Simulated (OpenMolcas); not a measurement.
# BH3O2 (SMILES OBO) at 6 levels

We compute a comparison of 6 runs (HF/STO-3G, HF/3-21G, B3LYP/def2-TZVP, M06-L/def2-TZVP, revPBE/def2-TZVP, MP2/def2-TZVP) of BH3O2. 

The calculation is run with OpenMolcas 26.06.

1 further run of the same task is left out (set aside as unsound or not needed).

### 1 The molecule

The species is BH3O2 (6 atoms), meant as a singlet with charge 0. SMILES: `OBO`. One bond was lengthened or shortened from a relaxed shape.

Bond lengths: O1–B2 1.763 Å, B2–O3 1.356 Å, O1–H4 0.958 Å, B2–H5 1.204 Å, O3–H6 0.958 Å. Angles: O1–B2–O3 116.8°, O1–B2–H5 121.6°, O3–B2–H5 121.6°, B2–O1–H4 112.7°, B2–O3–H6 112.7°.

### 2 The energy at HF/STO-3G (run 1)

Contents of run.inp:

```
&GATEWAY
  BasLib
  $CurrDir
  Coord
  6
  angstrom
  O       -1.543939      -0.690293      -0.305474
  B        0.049500       0.028100      -0.072900
  O        0.580600      -0.053800       1.172500
  H       -1.862439      -0.599293      -1.204274
  H        0.637800       0.565600      -0.976100
  H        1.445200       0.354100       1.232800
  Basis
  STO-3G
  Group
  NoSym

&SEWARD

&SCF
  Thresholds
  1e-10 1e-07 1e-07 1e-05
  PrOrbitals
  1 1
```

The basis set STO-3G is read from a file made from the Basis Set Exchange's data (not shown).

Run with:

```
$ export MOLCAS_MEM=1860
$ pymolcas run.inp > run.log
```

The log of the run:

```text
--- Start Module: gateway ---
[...]
--- Stop Module: gateway /rc=_RC_ALL_IS_WELL_ ---
--- Start Module: seward ---
[...]
      Basis functions           18
--- Stop Module: seward /rc=_RC_ALL_IS_WELL_ ---
--- Start Module: scf ---
[...]
       Convergence after  13 Iterations
[...]
::    Total SCF energy                               -173.7930862778
[...]
      Total spin, S                                     0.0000000000
[...]
      Total electronic charge=   24.000000
      Total            charge=   -0.000000
[...]
      Dipole Moment (debye):
      Origin of the operator (angstrom)=   -0.3181   -0.2449    0.2631
                   X=  2.2681E+00               Y=  1.3795E+00               Z= -9.6667E-01           Total=  2.8252E+00
      Quadrupole Moment (debye*angstrom):
[...]
--- Stop Module: scf /rc=_RC_ALL_IS_WELL_ ---
[...]
```

Run time: 0.98 s. Hardware: 1 thread of Intel Xeon 6975P-C (Granite Rapids), shared host; peak memory 0.37 GiB.

### 3 A single-point energy at HF/3-21G (run 2)

Contents of geom.xyz:

```xyz
6

O     -1.543939    -0.690293    -0.305474
B      0.049500     0.028100    -0.072900
O      0.580600    -0.053800     1.172500
H     -1.862439    -0.599293    -1.204274
H      0.637800     0.565600    -0.976100
H      1.445200     0.354100     1.232800
```

Contents of run.inp:

```
&GATEWAY
 BasLib=$CurrDir
 Coord=geom.xyz
 Basis=3-21G
 Group=NoSym

&SEWARD

&SCF
 Thresholds=1e-10 1e-07 1e-07 1e-05
 PrOrbitals=0
```

The basis set 3-21G is read from a file made from the Basis Set Exchange's data (not shown).

Run with:

```
$ export MOLCAS_MEM=1860
$ pymolcas run.inp > run.log
```

The log of the run:

```text
--- Start Module: gateway ---
[...]
--- Stop Module: gateway /rc=_RC_ALL_IS_WELL_ ---
--- Start Module: seward ---
[...]
      Basis functions           33
--- Stop Module: seward /rc=_RC_ALL_IS_WELL_ ---
--- Start Module: scf ---
[...]
       Convergence after  13 Iterations
[...]
::    Total SCF energy                               -175.2118636481
[...]
      Total spin, S                                     0.0000000000
[...]
      Total electronic charge=   24.000000
      Total            charge=   -0.000000
[...]
      Dipole Moment (debye):
      Origin of the operator (angstrom)=   -0.3181   -0.2449    0.2631
                   X=  3.0382E+00               Y=  1.9907E+00               Z= -1.8134E+00           Total=  4.0598E+00
      Quadrupole Moment (debye*angstrom):
[...]
--- Stop Module: scf /rc=_RC_ALL_IS_WELL_ ---
[...]
```

Wall time 1 s (1 thread of Intel Xeon 6975P-C (Granite Rapids), shared host); peak memory 0.37 GiB.

Run 3 isn't shown in full; the table further down has it.

### 4 A single-point energy at M06-L/def2-TZVP (run 4)

Contents of job.input:

```
&GATEWAY
  BasLib=$CurrDir
  BasisSet
  O.def2-TZVP....
  O1 -1.543939 -0.690293 -0.305474 angstrom
  O3 0.580600 -0.053800 1.172500 angstrom
  End of Basis
  BasisSet
  B.def2-TZVP....
  B2 0.049500 0.028100 -0.072900 angstrom
  End of Basis
  BasisSet
  H.def2-TZVP....
  H4 -1.862439 -0.599293 -1.204274 angstrom
  H5 0.637800 0.565600 -0.976100 angstrom
  H6 1.445200 0.354100 1.232800 angstrom
  End of Basis

&SEWARD
  GridInput
  Grid=UltraFine
  End of Grid

&SCF
  KSDFT=M06L
  Thresholds=1e-10 1e-07 1e-07 1e-05
  PrOrbitals=1 1
```

The basis set def2-TZVP is read from a file made from the Basis Set Exchange's data (not shown).

Run with:

```
$ export MOLCAS_MEM=1860
$ pymolcas job.input > job.log
```

The log of the run:

```text
--- Start Module: gateway ---
[...]
--- Stop Module: gateway /rc=_RC_ALL_IS_WELL_ ---
--- Start Module: seward ---
[...]
      Basis functions          111
--- Stop Module: seward /rc=_RC_ALL_IS_WELL_ ---
[...]
--- Start Module: scf ---
[...]
       Convergence after  15 Iterations
[...]
::    Total KS-DFT energy                            -177.1846468422
[...]
      Total spin, S                                     0.0000000000
[...]
      Total electronic charge=   24.000000
      Total            charge=   -0.000000
[...]
      Dipole Moment (debye):
      Origin of the operator (angstrom)=   -0.3181   -0.2449    0.2631
                   X=  2.6373E+00               Y=  1.5631E+00               Z= -9.7469E-01           Total=  3.2170E+00
      Quadrupole Moment (debye*angstrom):
[...]
--- Stop Module: scf /rc=_RC_ALL_IS_WELL_ ---
[...]
```

Wall time 31 s (1 thread of Intel Xeon 6975P-C (Granite Rapids), shared host); peak memory 0.66 GiB.

Run 5 isn't shown in full; the table further down has it.

### 5 A single-point energy at MP2/def2-TZVP (run 6)

Contents of mol.input:

```
&GATEWAY
 BasLib
 $CurrDir
 Coord
 6
 angstrom
 O       -1.543939      -0.690293      -0.305474
 B        0.049500       0.028100      -0.072900
 O        0.580600      -0.053800       1.172500
 H       -1.862439      -0.599293      -1.204274
 H        0.637800       0.565600      -0.976100
 H        1.445200       0.354100       1.232800
 Basis
 def2-TZVP
 Group
 NoSym

&SEWARD

&SCF
 Thresholds
 1e-10 1e-07 1e-07 1e-05
 PrOrbitals
 0

&MBPT2
 Frozen
 3
```

The basis set def2-TZVP is read from a file made from the Basis Set Exchange's data (not shown).

Run with:

```
$ export MOLCAS_MEM=1860
$ pymolcas mol.input > mol.log
```

The log of the run:

```text
--- Start Module: gateway ---
[...]
--- Stop Module: gateway /rc=_RC_ALL_IS_WELL_ ---
[...]
      Basis functions          111
[...]
--- Start Module: scf ---
[...]
       Convergence after  14 Iterations
[...]
::    Total SCF energy                               -176.2673635865
[...]
      Total spin, S                                     0.0000000000
[...]
      Total electronic charge=   24.000000
      Total            charge=   -0.000000
[...]
      Dipole Moment (debye):
      Origin of the operator (angstrom)=   -0.3181   -0.2449    0.2631
                   X=  3.0792E+00               Y=  1.9174E+00               Z= -1.4737E+00           Total=  3.9153E+00
      Quadrupole Moment (debye*angstrom):
[...]
--- Stop Module: scf /rc=_RC_ALL_IS_WELL_ ---
[...]
--- Start Module: mbpt2 ---
[...]
WARNING!
Default frozen orbitals as non valence orbitals is overwritten by user input.
Default values:   3
[...]
       Reference weight ( Cref**2 )         =        0.86538
::    Total MBPT2 energy                             -176.8516249945
[...]
      Total MBPT2 calculations                           0.39      0.45
--- Stop Module: mbpt2 /rc=_RC_ALL_IS_WELL_ ---
[...]
```

It took 11 s on 1 thread of Intel Xeon 6975P-C (Granite Rapids), shared host; peak memory 0.66 GiB.

### 6 The series

```
run             level  integration grid  frozen core orbitals  energy (Eh)  dipole moment (D) of the reference  HOMO energy (eV)  LUMO energy (eV)  wall time
  1         HF/STO-3G                 –                     –  -173.793086                                2.83             -9.06              8.15     0.98 s
  2          HF/3-21G                 –                     –  -175.211864                                4.06            -11.97              4.06        1 s
  3   B3LYP/def2-TZVP         UltraFine                     –  -177.226479                                3.42             -7.96             -0.59       24 s
  4   M06-L/def2-TZVP         UltraFine                     –  -177.184647                                3.22             -6.76             -0.88       31 s
  5  revPBE/def2-TZVP         UltraFine                     –  -177.164937                                3.15             -6.50             -1.19       27 s
  6     MP2/def2-TZVP                 –                     3  -176.851625                                3.92            -12.60              2.95       11 s
```

### 7 What came out

```
                                          quantity          value
                               run 6: total energy  -176.85162 Eh
         run 6: dipole moment (mean-field density)         3.92 D
        run 6: HOMO energy (Hartree–Fock orbitals)      -12.60 eV
        run 6: LUMO energy (Hartree–Fock orbitals)        2.95 eV
      run 6: HOMO–LUMO gap (Hartree–Fock orbitals)       15.55 eV
run 6: correlation energy (3 core orbitals frozen)     -584.3 mEh
```

In words: Over runs 1, 2, 3, 4, 5 the dipole moment (its size) runs from 2.83 D (HF/STO-3G) to 4.06 D (HF/3-21G). Over runs 1, 2, 3, 4, 5 the HOMO–LUMO gap runs from 5.31 eV (revPBE/def2-TZVP) to 17.20 eV (HF/STO-3G). The two ends differ in method and basis. Totals of different functionals can't be ranked against each other. In run 1 the basis is minimal, so the values are rough. All runs together took 94 s, the longest 31 s.
